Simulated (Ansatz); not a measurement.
Process, species as SMILES: [NH2] (NH2) → [NH2-] (an electron is taken up)
B3LYP-D3(BJ)/def2-TZVP geometries, fixed; electronic energies without zero-point terms; positive where energy is released.

Basis-set convergence of the adiabatic electron affinity at CCSD(T) with Ansatz (a quantum-chemistry and plane-wave program). Cartesian d functions, on some or all atoms, in 6-31+G*; all else is spherical. Cores are frozen. Open shells are unrestricted. No added dispersion term, no relativity. Functions are those of the species that has most. Reference: Hartree-Fock in aug-cc-pVQZ plus the correlation part extrapolated as X^-3 from aug-cc-pVTZ and aug-cc-pVQZ, 0.741 eV, itself unsure by roughly 0.011 eV (a third of the extrapolation step and of the last Hartree-Fock step). Deviations are taken from unrounded values.

| basis | functions | adiabatic electron affinity (eV) | minus reference (eV) |
|---|---|---|---|
| 6-31+G* | 23 | 0.125 | -0.616 |
| cc-pVDZ | 24 | -1.349 | -2.090 |
| 6-311+G** | 34 | 0.290 | -0.452 |
| def2-SVPD | 36 | 0.220 | -0.521 |
| def2-TZVPD | 55 | 0.429 | -0.313 |
| pcseg-2 | 58 | 0.150 | -0.591 |
| aug-pcseg-2 | 92 | 0.661 | -0.080 |
| cc-pVQZ | 115 | 0.088 | -0.654 |
| cc-pV5Z | 201 | 0.435 | -0.307 |

Of the sets listed that have larger relatives (same family, alike in diffuse functions), none stays within 0.05 eV of the reference together with them.
